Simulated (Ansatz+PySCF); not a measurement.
doublet CH₃O₂: levels of theory in one basis

```xyz
6

C     0.0155    0.5166   -0.1430
O    -1.1497   -0.2254   -0.0867
O     1.1670   -0.1673    0.0752
H     0.0194    1.4976    0.3149
H     1.0757   -1.0533   -0.3013
H    -1.3685   -0.4422    0.8498
```

Basis set: cc-pVTZ (spherical functions). Frozen core: 3 orbitals. Correlation on ROHF uses semicanonical orbitals with singles. Charge 0, multiplicity 2.

Computed with Ansatz (development build ahead of 0.2.0) and PySCF 2.14.0; each method stands on the lowest determinant of its kind that the runs found.

```tsv
method	E − E(ROHF) (eV)	<S²> of the determinant
ROHF	0.00	0.75
UHF	-0.10	0.76
ROHF-MP2	-17.13	–
UHF-MP2	-17.12	0.76
```
